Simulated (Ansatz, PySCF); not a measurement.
Molecule: C$_{2}$H$_{5}$N (charge 0, singlet). 
Geometry from a B3LYP-D3(BJ)/def2-TZVP (Ansatz, a quantum-chemistry and plane-wave program) optimisation:
```
C
H 1 1.0830
H 1 1.0841 2 114.71
N 1 1.4686 2 114.80 3 -142.73
H 4 1.0144 1 110.39 2 146.03
C 4 1.4686 5 110.39 1 -65.01
H 6 1.0830 4 114.80 5 -146.03
H 6 1.0841 7 114.71 4 -142.73
```
Charge 0, spin multiplicity 1.

Dipole moments at this geometry, in debye (magnitudes).

```csv
level,program,dipole (D)
HF/def2-TZVPD,PySCF,(withheld)
PBE/def2-TZVPD,Ansatz,1.60
revPBE/def2-TZVPD,Ansatz,1.58
B3LYP/def2-TZVPD,Ansatz,1.68
r2SCAN0/def2-TZVPD,Ansatz,1.68
PW6B95/def2-TZVPD,PySCF,1.66
MN15/def2-TZVPD,PySCF,1.69
CAM-B3LYP/def2-TZVPD,Ansatz,1.73
wB97X-V/def2-TZVPD,Ansatz,1.72
CCSD(T)/aug-cc-pVDZ,Ansatz,(withheld)
```

Question: Some entries are withheld; supply them.

Answer: 
- HF/def2-TZVPD, dipole (D): 1.82
- CCSD(T)/aug-cc-pVDZ, dipole (D): 1.69
